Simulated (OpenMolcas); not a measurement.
# One shape, several levels: doublet BH2F+

Wanted: a comparison of 6 runs (UHF/STO-3G, U-r2SCAN/STO-3G, UM06-2X/STO-3G, UPBE/STO-3G, ROMP2/STO-3G, ROCCSD/STO-3G) of doublet BH2F+. 

The results are computed with OpenMolcas 26.06.

1 further run of the same task is left out (set aside as unsound or not needed).

**1. The molecule**

BH2F+ has 4 atoms, charge +1, and is taken as a doublet. SMILES of the parent species: `[H]B([H])F`. The coordinates come from a GFN2-xTB relaxation. That shape belongs to the parent species and isn't relaxed for this state.

Bond lengths: B1–F4 1.306 Å, B1–H2 1.171 Å, B1–H3 1.171 Å. Angles: H2–B1–F4 117.3°, H3–B1–F4 117.3°, H2–B1–H3 125.4°.

**2. The energy at UHF/STO-3G (run 1)**

Input file mol.input:

```
&GATEWAY
  BASLIB=$CurrDir
  COORD
  4
  angstrom
  B        0.029990       0.049200       0.000600
  H        1.198420      -0.033970       0.015630
  H       -0.578270       1.050180      -0.019450
  F       -0.650140      -1.065400       0.003230
  BASIS=STO-3G
  GROUP=NoSym

&SEWARD

&SCF
  UHF
  CHARGE=1
  SPIN=2
  THRESHOLDS=1e-10 1e-07 1e-07 1e-05
  PRORBITALS=1 1
```

The basis set STO-3G is read from a file made from the Basis Set Exchange's data (not shown).

The run is started by

```
export MOLCAS_MEM=1860
pymolcas mol.input > mol.log
```

Output:

```text
--- Start Module: gateway ---
[...]
--- Stop Module: gateway /rc=_RC_ALL_IS_WELL_ ---
--- Start Module: seward ---
[...]
      Basis functions           12
--- Stop Module: seward /rc=_RC_ALL_IS_WELL_ ---
--- Start Module: scf ---
[...]
       Convergence after  22 Iterations
[...]
::    Total SCF energy                               -123.2357647754
[...]
      Total spin, S                                     0.5050870301
[...]
      Total electronic charge=   15.000000
      Total            charge=    1.000000
[...]
      Dipole Moment (debye):
      Origin of the operator (angstrom)=   -0.3559   -0.5832    0.0020
                   X=  7.1134E-01               Y=  1.1658E+00               Z= -1.0633E-03           Total=  1.3657E+00
      Center of Charge (angstrom)
[...]
--- Stop Module: scf /rc=_RC_ALL_IS_WELL_ ---
[...]
```

Run time: 1.9 s. Hardware: 1 thread of Arm Neoverse V1, shared host; peak memory 0.37 GiB.

**3. The energy at U-r2SCAN/STO-3G (run 2)**

Input file mol.inp:

```
* BFH2 Kohn-Sham DFT

&GATEWAY
  BasLib = $CurrDir
  Coord
  4
  angstrom
  B        0.029990       0.049200       0.000600
  H        1.198420      -0.033970       0.015630
  H       -0.578270       1.050180      -0.019450
  F       -0.650140      -1.065400       0.003230
  Basis = STO-3G
  Group = NoSym

&SEWARD
  GridInput
  Grid=UltraFine
  End of Grid

&SCF
  UHF
  Charge = 1
  Spin = 2
  KSDFT = 2
  1.0 MGGA_X_R2SCAN
  1.0 MGGA_C_R2SCAN
  Thresholds = 1e-10 1e-07 1e-07 1e-05
  PrOrbitals = 1 1
```

The basis set STO-3G is read from a file made from the Basis Set Exchange's data (not shown).

The run is started by

```
export MOLCAS_MEM=1860
pymolcas mol.inp > mol.log
```

Output:

```text
--- Start Module: gateway ---
[...]
--- Stop Module: gateway /rc=_RC_ALL_IS_WELL_ ---
--- Start Module: seward ---
[...]
      Basis functions           12
--- Stop Module: seward /rc=_RC_ALL_IS_WELL_ ---
--- Start Module: scf ---
[...]
       Convergence after  16 Iterations
[...]
::    Total KS-DFT energy                            -123.7352473004
[...]
      Total spin, S                                     0.5024066021
[...]
      Total electronic charge=   15.000000
      Total            charge=    1.000000
[...]
      Dipole Moment (debye):
      Origin of the operator (angstrom)=   -0.3559   -0.5832    0.0020
                   X=  1.2881E+00               Y=  2.1109E+00               Z= -4.6441E-03           Total=  2.4729E+00
      Center of Charge (angstrom)
[...]
--- Stop Module: scf /rc=_RC_ALL_IS_WELL_ ---
[...]
```

It took 7.5 s on 1 thread of Arm Neoverse V1, shared host; peak memory 0.37 GiB.

Runs 3 to 5 aren't shown in full; the table further down has their settings and results.

**4. A single-point energy at ROCCSD/STO-3G (run 6)**

Input file mol.inp:

```
>>> EXPORT MOLCAS_PRINT=2

&GATEWAY
 BasLib = $CurrDir
 Coord
 4
 angstrom
 B        0.029990       0.049200       0.000600
 H        1.198420      -0.033970       0.015630
 H       -0.578270       1.050180      -0.019450
 F       -0.650140      -1.065400       0.003230
 Basis = STO-3G
 Group = NoSym

&SEWARD

&SCF
 UHF
 Charge = 1
 Spin = 2
 Thresholds = 1e-10 1e-07 1e-07 1e-05
 PrOrbitals = 1 1

&RASSCF
 FileOrb = $Project.UnaOrb
 Spin = 2
 Nactel = 1 0 0
 Inactive = 7
 Ras2 = 1
 OutOrbitals = Canonical
 OrbListing = Nothing

&MOTRA
 JobIph
 Frozen = 2

&CCSDT
 CCSD
 Iterations = 80
 Accuracy = 1e-08
 Extrapolation = 5 4
```

The basis set STO-3G is read from a file made from the Basis Set Exchange's data (not shown).

The run is started by

```
export MOLCAS_MEM=1860
pymolcas mol.inp > mol.log
```

Output:

```text
--- Start Module: gateway ---
[...]
--- Stop Module: gateway /rc=_RC_ALL_IS_WELL_ ---
[...]
      Basis functions           12
[...]
       Convergence after  22 Iterations
[...]
::    Total SCF energy                               -123.2357647754
[...]
      Total spin, S                                     0.5050870301
[...]
      Number of active orbitals                  1
[...]
      Spin quantum number                      0.5
[...]
      Active orbitals                            1
[...]
      Number of CSFs                             1
[...]
      Number of root(s) required                 1
[...]
      Convergence after  9 iterations
[...]
      printout of CI-coefficients larger than  0.05 for root  1
      energy=    -123.232730
      conf/sym  1     Coeff  Weight
             1  u   1.00000 1.00000
      Natural orbitals and occupation numbers for root  1
      sym 1:   1.000000
      ************************************************************************************************************************
      *                                                    Final results                                                     *
[...]
::    RASSCF root number  1 Total energy:   -123.23272959
[...]
      Total electronic charge=   15.000000
      Total            charge=    1.000000
[...]
      Dipole Moment (debye):
      Origin of the operator (angstrom)=   -0.3559   -0.5832    0.0020
                   X=  6.6654E-01               Y=  1.0924E+00               Z= -8.2749E-04           Total=  1.2797E+00
      Center of Charge (angstrom)
[...]
--- Start Module: motra ---
[...]
      *** WARNING: Default frozen orbitals is overwritten by user input.
      *** Default values:   2
[...]
--- Stop Module: motra /rc=_RC_ALL_IS_WELL_ ---
--- Start Module: ccsdt ---
[...]
      Convergence after                    20  Iterations
      Total energy (diff) :    -123.31909518      -0.00000001
[...]
--- Stop Module: ccsdt /rc=_RC_ALL_IS_WELL_ ---
[...]
```

Run time: 2.6 s. Hardware: 1 thread of Arm Neoverse V1, shared host; peak memory 0.37 GiB.

**5. Overview of the runs**

```csv
run,level,integration grid,frozen core orbitals,energy (Eh),HOMO energy (eV),LUMO energy (eV),⟨S²⟩,wall time
1,UHF/STO-3G,–,–,-123.235765,-22.55,-8.24,0.760,1.9 s
2,U-r2SCAN/STO-3G,UltraFine,–,-123.735247,-17.76,-15.57,0.755,7.5 s
3,UM06-2X/STO-3G,UltraFine,–,-123.766616,-20.43,-13.42,0.756,7.8 s
4,UPBE/STO-3G,UltraFine,–,-123.641076,-17.18,-15.66,0.752,5.4 s
5,ROMP2/STO-3G,–,2,-123.288815,–,–,–,2.6 s
6,ROCCSD/STO-3G,–,2,-123.319095,–,–,–,2.6 s
```

**6. Outcome**

| quantity | value |
| --- | --- |
| run 6: total energy | -123.31910 Eh |

In words: Totals of different functionals can't be ranked against each other. In runs 1, 2, 3, 4, 5, 6 the basis is minimal, so the values are rough. All runs together took 28 s, the longest 7.8 s.
